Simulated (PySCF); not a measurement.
Level of theory: PySCF with ωB97X-D3(BJ)/def2-TZVP // PBE0-D3(BJ)/def2-TZVP. Gas-phase values, no solvent. One relaxed conformer stands for a flexible species; it need not be the lowest. 

Reference species (SMILES): `[OH]` (neutral, multiplicity 2).

```
Property                          Result
-----------------------------  ---------
highest occupied spin orbital  -11.83 eV
```

Changed species: `[SH][In][SH]` (H–S–In–S torsion 2°, S–In–S–H torsion 2°) (radical fragment; the reference has radical fragment).

Q: What does the change do to the highest occupied spin orbital?

A: the highest occupied spin orbital goes up by 3.45 eV, to -8.38 eV.
